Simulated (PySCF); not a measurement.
How good is the calculation?

Structure with atom numbers: `[CH3:1][CH2:2][CH2:3][O:4][CH2:5][CH3:6]`. Hydrogens are named by the atom that carries them.

Measured values that the calculation should reproduce: δ ¹⁷O O4 1.7 ppm (measured; liquid, neat; K. Matsuzaki, S. Hayashi, W. Nakanishi, RSC Adv. 2024, ESI (observed values from its refs S1-S5)).
δ ¹³C C3 72.5; C2 23.2; C1 10.7 ppm (measured; solution, not stated per compound (mostly CDCl3 or CCl4); Pretsch, Buehlmann, Badertscher, Structure Determination of Organic Compounds, 4th ed. (2009)).

[PySCF 2.14.0 with density-fitted response routines: shielding tensors at PBE0/pcSseg-1 (GIAO); coordinates at the PBE0-D3(BJ)/def2-SVP level; a single conformation; non-relativistic; equivalent nuclei averaged; gas phase]

Q: Set the calculated values beside the experiment.

A: 
Reference values: measured (liquid, neat; K. Matsuzaki, S. Hayashi, W. Nakanishi, RSC Adv. 2024, ESI (observed values from its refs S1-S5)).
| atoms | quantity | reference | computed | computed, scaled |
| --- | --- | --- | --- | --- |
| O4 | δ ¹⁷O vs H2O | 1.7 | – | 15.1 |

Reference values: measured (solution, not stated per compound (mostly CDCl3 or CCl4); Pretsch, Buehlmann, Badertscher, Structure Determination of Organic Compounds, 4th ed. (2009)).
| atoms | quantity | reference | computed | computed, scaled |
| --- | --- | --- | --- | --- |
| C3 | δ ¹³C | 72.5 | 75.8 | 72.7 |
| C2 | δ ¹³C | 23.2 | 26.3 | 24.7 |
| C1 | δ ¹³C | 10.7 | 11.3 | 10.2 |

Computed shifts are σ(ref) − σ with the named reference compound (TMS for H and C) calculated as an isolated molecule at the same level. The measured values may be among those fitted. Scaled to experiment by linear calibration (H and C: mostly CDCl3 data, vs TMS): ¹³C: δ = 177.62 − 0.967σ (rms 1.9 ppm, 903 shifts, 2.3 ppm with the 23 outliers that the fit left out); ¹⁷O: δ = 263.91 − 0.892σ (rms 13.5 ppm, 141 shifts, 14.3 ppm with the 1 outlier that the fit left out vs liquid water, solution or neat liquid). Occasional misses reach two or three times the rms, and more in compound classes unlike the fitted ones.

Q: How far are the unscaled ¹³C shifts from the references?

A: Mean signed difference +2.33 ppm, mean absolute 2.33 ppm over 3 comparisons; the largest is +3.3 ppm at C3 (sp3 CH2 bonded to O).
